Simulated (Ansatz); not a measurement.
Saddle point of AlSiH4Cl, closed shell (AlSiH₄Cl ([SiH3][AlH][Cl]) → AlCl + SiH₄; bonds formed: Si2–H3; bonds broken: Al1–Si2, Al1–H3), PBE0-D4/def2-TZVP structure:

Al1  (-1.368, 0.613, 0.411)
Si2  (0.919, 0.137, -0.184)
H3  (-0.510, -0.927, -0.045)
Cl4  (-3.297, -0.156, 0.715)
H5  (1.533, -0.738, 0.851)
H6  (1.732, 1.402, -0.154)
H7  (0.992, -0.332, -1.594)
(Å)

Energies are electronic, without zero-point energy. Barriers and step energies count from the start structure reached by relaxing down the imaginary mode; all methods use the PBE0-D4 structures, on which another method's saddle can fall below an end. Ansatz 0.2.0; basis: def2-TZVPP, with def2-QZVPP for the basis limit; cores frozen in the correlated methods. B3LYP uses VWN-RPA correlation. Extrapolation: Hartree–Fock as exp(−7.88 √X), correlation as X^−2.97.

| method | barrier (kcal/mol) | step energy (kcal/mol) |
| --- | --- | --- |
| SPW92 | 42.28 | 15.39 |
| PBE-D4 | 44.06 | 13.13 |
| BLYP-D4 | 46.32 | 8.33 |
| r2SCAN-D4 | 47.34 | 17.33 |
| B97M-V | 46.76 | 16.18 |
| PBE0-D4 | 47.65 | 14.83 |
| B3LYP-D4 | 49.07 | 10.35 |
| r2SCAN0-D4 | 49.41 | 16.99 |
| BHLYP-D4 | 53.10 | 11.85 |
| CAM-B3LYP-D4 | ? | 12.04 |
| wB97X-V | 52.49 | 15.75 |
| wB97M-V | 48.88 | 9.59 |
| B2PLYP | 50.46 | 11.92 |
| PBE-QIDH | 50.90 | 16.08 |
| RPA on PBE | ? | 9.85 |
| HF | ? | 11.93 |
| MP2 | 51.65 | 13.59 |
| CCSD | 51.50 | 12.11 |
| CCSD(T) | 49.92 | 12.36 |

(1) Fill in the withheld barriers. (An estimate is asked for; the value comes from the calculation.)

The T1 diagnostic stays at or below 0.014. The restricted Hartree–Fock reference is unstable towards an unrestricted one at one or more of these structures.

Answers

(1) Computed: HF 59.98; RPA on PBE 47.76; CAM-B3LYP-D4 51.96 kcal/mol. Each is the energy of the saddle less that of the start structure, by the same method.

For comparison, the barrier by CCSD(T) at an estimated basis limit (MP2 extrapolated from triple and quadruple zeta, plus CCSD(T) − MP2 in triple zeta) is 49.83 kcal/mol.

Losses and insertions of silylenes and their heavier kin drive the gas-phase chemistry of silicon and germanium vapour deposition.

Labels in which every atom is bracketed show which atoms are joined, not bond orders.

For scale, one of the runs: CCSD(T)/def2-TZVPP, 182 basis functions, launched by `ansatz run in.yaml --threads 2 --pin off --events-out ev --progress --plain --max-ram 4352MiB`. Time: 29 s of wall clock on 2 CPU threads of an Arm Neoverse V1; the host was shared. Peak host memory: 1.5 GiB.
